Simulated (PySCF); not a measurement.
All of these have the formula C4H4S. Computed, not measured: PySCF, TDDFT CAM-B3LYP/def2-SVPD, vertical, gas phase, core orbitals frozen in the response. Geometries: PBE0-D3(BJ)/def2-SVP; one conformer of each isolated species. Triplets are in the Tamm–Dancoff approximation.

A. `C#C[C@@H]1CS1`
B. `S=C(C#C)C`
C. `c1ccsc1`

Lowest singlet levels (six at most, fewer where fewer were computed) with oscillator strengths:

1. 2.17 eV (f 0.000); 4.29 eV (f 0.000); 4.67 eV (f 0.233); 6.30 eV (f 0.048); 6.39 eV (f 0.095); 6.42 eV (f 0.094); T1 1.71 eV
2. 4.56 eV (f 0.002); 5.94 eV (f 0.019); 6.09 eV (f 0.024); 6.23 eV (f 0.047); 6.28 eV (f 0.019); 6.59 eV (f 0.028); T1 4.09 eV
3. 5.85 eV (f 0.082); 5.93 eV (f 0.095); 6.40 eV (f 0.006); 6.44 eV (f 0.000); 6.83 eV (f 0.000); 7.13 eV (f 0.003); T1 3.78 eV

Question: Match each spectrum to its molecule.

Answer: 1 = B, 2 = A, 3 = C.
- A: S1 at 4.56 eV, HOMO→LUMO (91%); Löwdin shares by element: HOMO sulfur 73%, carbon 16% or more; LUMO sulfur 48%, carbon 37% or more; HOMO -8.20 and LUMO 0.39 eV.
- B: S1 at 2.17 eV, HOMO→LUMO (98%); Löwdin shares by element: HOMO sulfur 76%, carbon 20% or more; LUMO carbon 52% or more, sulfur 38%; HOMO -8.00 and LUMO -1.77 eV; point group Cs, 2 of its 6 listed states under f = 0.0005.
- C: S1 at 5.85 eV, HOMO→LUMO (95%); Löwdin shares by element: HOMO carbon 87%; LUMO carbon 55% or more, sulfur 23% (atoms not listed hold the other 22%); HOMO -8.19 and LUMO 0.61 eV; point group C2v, 2 of its 6 listed states under f = 0.0005.
